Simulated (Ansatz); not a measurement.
A nudged elastic band was laid between two geometries of AlH6OP (9 atoms, charge 0, multiplicity 1).

Method: Ansatz, RKS PBE-D4/def2-SVP.

```yaml
movable_images: 5
climbing_image: yes
spring: 5.0 eV/Å²
optimiser: quadratic models (default)
start_path: through a guess of the saddle point
force_threshold: 0.03 eV/Å
iteration_limit: 60
end_points: relaxed
```

Image 0:

```xyz
9
Properties=species:S:1:pos:R:3
Al 0.183 1.081 -0.740
O 1.265 0.155 -1.745
H -1.329 1.337 -1.234
H 0.928 2.049 0.298
H 0.177 -2.017 0.990
P -0.410 -0.719 1.118
H 0.942 -0.261 -2.559
H -0.010 -0.474 2.471
H -1.746 -1.151 1.402
```

Image 6:

```xyz
9
Properties=species:S:1:pos:R:3
Al -0.096 1.080 -0.181
O 0.968 -0.483 -0.992
H -1.093 1.322 -1.425
H 1.032 2.155 0.190
H 0.816 -1.238 -0.382
P -1.036 -0.109 1.664
H 0.600 -0.764 -1.854
H 0.218 -0.689 2.090
H -1.410 -1.272 0.889
```

(1) What changes between the two ends?

(2) Give the energies along the band, and the barrier.

(3) What is the geometry of the highest image?

## Answers

(1) Bonds broken: H5–P6. Bonds formed: O2–H5.

(2) It converged. The highest image is number 3 of 0 to 6, 0.75 eV above the first end and 0.42 eV above the last; the last end lies 0.33 eV above the first. The profile has 2 maxima (images 3, 5) with wells between them (image 4): this band takes more than one step, which may be the mechanism or a detour left from its start path. A structure lower than the last end lies on the path between it and the top, so the climb from that side starts below the end, which may itself be a saddle point or a shallow side well. A vibrational analysis at the climbing image gives one clearly imaginary mode, 942i cm⁻¹: a first-order saddle point. The orbitals stay closed-shell, which can raise the energy where a bond breaks towards radicals; this wasn't checked here.

```csv
image,path coordinate (Å),energy (eV),H5–P6 (Å),O2–H5 (Å)
0,0.00,0.00,1.43,3.66
1,0.70,0.03,1.43,2.99
2,1.39,0.25,1.44,2.17
3,2.09,0.75,1.67,1.32
4,4.08,0.31,3.10,0.98
5,6.07,0.36,4.03,0.98
6,8.06,0.33,2.98,0.98
```

(3) 
```xyz
9
Properties=species:S:1:pos:R:3
Al -0.008 1.139 -0.429
O 0.980 -0.295 -1.154
H -1.332 1.418 -1.288
H 0.944 2.262 0.188
H 0.530 -1.054 -0.170
P -0.410 -0.688 1.164
H 0.850 -0.622 -2.063
H 0.115 -0.811 2.483
H -1.668 -1.348 1.269
```

Time of the run: 2.9 min on 2 threads of AMD EPYC 7R13 Processor (Zen 3) (shared host), peak memory 0.17 GiB.
